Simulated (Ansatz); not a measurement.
**What a trial cell of C relaxes into**

Level of theory: Ansatz, DFT r2SCAN, scalar-relativistic, plane waves, PAW. Cutoff 500 eV, Γ-centred k mesh, Gaussian smearing, no spin polarisation in the final step.

The start puts C on the bcc structure type (Im-3m, No. 229), at a guessed volume.

```
C
1.0
    -1.44226    1.44226    1.44226
     1.44226   -1.44226    1.44226
     1.44226    1.44226   -1.44226
C
1
Direct
  0.00000 0.00000 0.00000
```

Cell and atoms relax at zero pressure; the relaxation can't lower the symmetry of the start. After a coarse first stage the cell is made exact in the group found at 0.06 Å.

Energies count from the standard state of C at the same level.

What does it relax into?

It keeps Im-3m (No. 229). The result has the bcc structure. Conventional cell: a = 2.387 Å. Around C lie 8 C at 2.07 Å and 6 C at 2.39 Å.

Space group Im-3m (No. 229). a = 2.387 Å, b = 2.387 Å, c = 2.387 Å, α = 90.00°, β = 90.00°, γ = 90.00°
```csv
atom,site,symmetry,x,y,z
C,2a,m-3m,0.0000,0.0000,0.0000
```

What are its volume, energy, density and gap?

The volume per atom is 6.80 Å³, the density is 2.93 g/cm³ and the energy over the standard structure is 4.62 eV/atom. The gap on the 32×32×32 mesh is 0 eV (a metal).

The final run used a 32×32×32 mesh on its 1-atom cell and 0.10 eV smearing. The k mesh leaves about 4 meV/atom of noise in metals. A structure relaxed within its symmetry needn't be a true minimum. The steps took roughly 19 core-seconds in all.